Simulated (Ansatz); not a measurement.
Steps of a relaxation of C5H10O2 (`CC(=O)OC(C)C`) with RKS PBE-D4/def2-SVP.

```sh
$ ansatz run in.yaml --threads 2 --pin off --events-out ev --progress --plain --max-ram 20480MiB --backend cpu
```

```yaml
crystal:
  periodic: [false, false, false]
  atoms:
    - {symbol: C, position_ang: [2.296800, 0.197300, 1.621400]}
    - {symbol: C, position_ang: [1.376200, -0.429500, 0.587700]}
    - {symbol: O, position_ang: [1.692000, -1.381800, -0.103800]}
    - {symbol: O, position_ang: [0.242000, 0.201200, 0.533100]}
    - {symbol: C, position_ang: [-0.774200, -0.354500, -0.425800]}
    - {symbol: C, position_ang: [-0.519300, 0.269400, -1.786700]}
    - {symbol: C, position_ang: [-2.142100, 0.022700, 0.093100]}
    - {symbol: H, position_ang: [1.820500, 0.190200, 2.588900]}
    - {symbol: H, position_ang: [3.222100, -0.245200, 1.689200]}
    - {symbol: H, position_ang: [2.411900, 1.288200, 1.355300]}
    - {symbol: H, position_ang: [-0.709600, -1.440500, -0.426200]}
    - {symbol: H, position_ang: [-0.539600, 1.355900, -1.731700]}
    - {symbol: H, position_ang: [0.430900, 0.015300, -2.162500]}
    - {symbol: H, position_ang: [-1.279400, -0.088600, -2.497800]}
    - {symbol: H, position_ang: [-2.339900, -0.412200, 1.091600]}
    - {symbol: H, position_ang: [-2.938100, -0.323600, -0.564800]}
    - {symbol: H, position_ang: [-2.269200, 1.135200, 0.179100]}
basis:
  gaussian: {orbitals: def2-SVP}
hamiltonian: {xc: pbe, dispersion: d4}
relax: {f_tol: 0.03, max_steps: 200}
```

Positions (Å) and forces (eV/Å) along the path, 7 of 7 steps:

```xyz
17
step=1 energy=-9424.3954 eV
C     2.297    0.197    1.621   -2.433    2.289   -1.028
C     1.376   -0.429    0.588    2.427   -0.932    0.348
O     1.692   -1.382   -0.104   -0.063   -0.328   -0.230
O     0.242    0.201    0.533   -2.817    0.442   -0.544
C    -0.774   -0.354   -0.426    0.001    1.337    0.264
C    -0.519    0.269   -1.787   -1.164   -0.315    0.565
C    -2.142    0.023    0.093    0.028    0.909    0.941
H     1.821    0.190    2.589   -0.505   -0.018    0.943
H     3.222   -0.245    1.689    2.701   -1.504   -0.060
H     2.412    1.288    1.355    0.030   -0.540    0.175
H    -0.710   -1.440   -0.426    0.535   -0.630   -0.132
H    -0.540    1.356   -1.732   -0.291    0.682    0.119
H     0.431    0.015   -2.163    1.829   -0.718   -0.705
H    -1.279   -0.089   -2.498   -0.169    0.041   -0.211
H    -2.340   -0.412    1.092    0.055   -0.011    0.081
H    -2.938   -0.324   -0.565   -0.314   -0.324   -0.514
H    -2.269    1.135    0.179    0.149   -0.382   -0.012
17
step=2 energy=-9424.7200 eV
C     2.274    0.213    1.617   -0.591    0.732   -0.294
C     1.366   -0.424    0.580    1.197   -0.633    0.230
O     1.677   -1.389   -0.101   -0.130    0.105   -0.030
O     0.196    0.200    0.533   -1.183    0.247   -0.448
C    -0.795   -0.326   -0.441    0.305    0.262    0.524
C    -0.503    0.267   -1.810   -0.377    0.041    0.194
C    -2.154    0.033    0.131   -0.095    0.254    0.069
H     1.790    0.196    2.606   -0.120   -0.044    0.238
H     3.236   -0.282    1.663    0.571   -0.394   -0.053
H     2.413    1.290    1.365    0.020   -0.194    0.051
H    -0.660   -1.421   -0.456    0.071   -0.157   -0.085
H    -0.554    1.368   -1.762   -0.073    0.196   -0.041
H     0.491   -0.015   -2.166    0.403   -0.216   -0.095
H    -1.249   -0.094   -2.543   -0.047    0.012   -0.072
H    -2.311   -0.408    1.136    0.095   -0.010   -0.049
H    -2.954   -0.343   -0.530   -0.117   -0.075   -0.115
H    -2.283    1.136    0.219    0.071   -0.126   -0.023
17
step=3 energy=-9424.7611 eV
C     2.278    0.224    1.617   -0.090   -0.047    0.051
C     1.371   -0.433    0.596    0.433   -0.004   -0.094
O     1.685   -1.383   -0.101   -0.133    0.024    0.066
O     0.179    0.199    0.538   -0.376   -0.008   -0.122
C    -0.799   -0.320   -0.428    0.204    0.042    0.185
C    -0.509    0.272   -1.799    0.046    0.015   -0.056
C    -2.169    0.037    0.122   -0.038   -0.060    0.022
H     1.806    0.192    2.621    0.039   -0.008   -0.023
H     3.252   -0.296    1.634   -0.037    0.013    0.015
H     2.422    1.294    1.368   -0.005   -0.010   -0.023
H    -0.649   -1.420   -0.462   -0.058    0.017   -0.032
H    -0.566    1.380   -1.769    0.017   -0.036   -0.004
H     0.499   -0.035   -2.142   -0.037    0.032   -0.016
H    -1.250   -0.093   -2.540    0.011   -0.002    0.003
H    -2.314   -0.405    1.127   -0.022    0.010    0.005
H    -2.964   -0.350   -0.548    0.037    0.014    0.028
H    -2.289    1.137    0.204    0.007    0.006   -0.005
17
step=4 energy=-9424.7634 eV
C     2.275    0.224    1.621    0.033   -0.011   -0.061
C     1.384   -0.415    0.576   -0.031   -0.178    0.258
O     1.683   -1.383   -0.098   -0.014    0.085   -0.084
O     0.178    0.207    0.528    0.014    0.019   -0.077
C    -0.794   -0.317   -0.427    0.101    0.014    0.052
C    -0.513    0.272   -1.803    0.016   -0.004   -0.070
C    -2.165    0.034    0.128   -0.023   -0.037   -0.016
H     1.786    0.194    2.617    0.004   -0.009   -0.060
H     3.240   -0.313    1.655   -0.063    0.053    0.006
H     2.441    1.291    1.375    0.017    0.025    0.012
H    -0.647   -1.418   -0.466   -0.030    0.011   -0.004
H    -0.571    1.380   -1.777    0.013   -0.026    0.007
H     0.494   -0.033   -2.152   -0.046    0.029    0.004
H    -1.256   -0.096   -2.539    0.009   -0.001    0.003
H    -2.307   -0.404    1.135   -0.009    0.003    0.007
H    -2.960   -0.358   -0.539    0.018    0.011    0.020
H    -2.287    1.133    0.205   -0.009    0.018    0.004
17
step=5 energy=-9424.7663 eV
C     2.274    0.224    1.620   -0.022   -0.015   -0.016
C     1.379   -0.427    0.588    0.053    0.002    0.055
O     1.682   -1.385   -0.099   -0.031    0.008   -0.019
O     0.177    0.203    0.532    0.014   -0.017   -0.023
C    -0.793   -0.317   -0.426    0.046    0.002    0.047
C    -0.510    0.272   -1.803   -0.005    0.002   -0.029
C    -2.164    0.035    0.127   -0.026   -0.006   -0.017
H     1.793    0.193    2.618    0.003    0.002   -0.011
H     3.244   -0.303    1.650   -0.015    0.014    0.004
H     2.430    1.293    1.370   -0.001    0.000   -0.001
H    -0.651   -1.418   -0.467   -0.011   -0.003   -0.008
H    -0.566    1.380   -1.775    0.003   -0.002    0.003
H     0.495   -0.031   -2.155   -0.007    0.006    0.003
H    -1.255   -0.094   -2.539    0.001   -0.001    0.003
H    -2.309   -0.404    1.134    0.003    0.000    0.002
H    -2.958   -0.356   -0.540   -0.001    0.003    0.004
H    -2.286    1.134    0.206   -0.005    0.007    0.003
17
step=6 energy=-9424.7666 eV
C     2.274    0.224    1.620   -0.012   -0.007   -0.006
C     1.380   -0.429    0.589    0.032    0.007    0.013
O     1.682   -1.386   -0.099   -0.017    0.001   -0.005
O     0.178    0.202    0.532   -0.001   -0.011   -0.011
C    -0.791   -0.317   -0.425    0.010    0.000    0.014
C    -0.511    0.273   -1.803    0.000    0.001   -0.011
C    -2.163    0.035    0.127   -0.008    0.002   -0.001
H     1.792    0.194    2.617   -0.001    0.003   -0.001
H     3.244   -0.301    1.652   -0.001    0.004    0.003
H     2.428    1.292    1.368   -0.002   -0.002   -0.001
H    -0.652   -1.418   -0.467   -0.001   -0.002   -0.002
H    -0.565    1.380   -1.774    0.000    0.002    0.001
H     0.494   -0.030   -2.157    0.001    0.000    0.001
H    -1.256   -0.093   -2.538    0.000    0.000    0.003
H    -2.309   -0.404    1.134    0.001    0.000    0.002
H    -2.957   -0.356   -0.540    0.000   -0.001   -0.001
H    -2.286    1.134    0.206   -0.002    0.001    0.001
17
step=7 energy=-9424.7666 eV
C     2.273    0.224    1.620   -0.001   -0.002    0.001
C     1.381   -0.430    0.589    0.005    0.003    0.001
O     1.682   -1.387   -0.100   -0.002   -0.002   -0.002
O     0.179    0.201    0.531    0.000   -0.001    0.000
C    -0.790   -0.317   -0.425   -0.006    0.001   -0.003
C    -0.511    0.273   -1.803   -0.001    0.000    0.000
C    -2.163    0.035    0.128    0.001    0.002    0.001
H     1.789    0.195    2.616   -0.002    0.002    0.001
H     3.244   -0.300    1.655    0.002    0.000    0.001
H     2.427    1.292    1.367   -0.001    0.000   -0.001
H    -0.652   -1.418   -0.468    0.001    0.000    0.000
H    -0.565    1.380   -1.774   -0.001    0.001    0.000
H     0.493   -0.030   -2.158    0.001   -0.001    0.000
H    -1.257   -0.092   -2.537    0.000    0.000    0.000
H    -2.307   -0.403    1.135    0.001    0.000    0.000
H    -2.957   -0.356   -0.539    0.000   -0.001   -0.001
H    -2.286    1.134    0.206    0.000   -0.001    0.000
```

It took 19 s on 2 threads of an AMD EPYC 7R13 on a shared host, with 0.23 GiB of host memory at the peak.
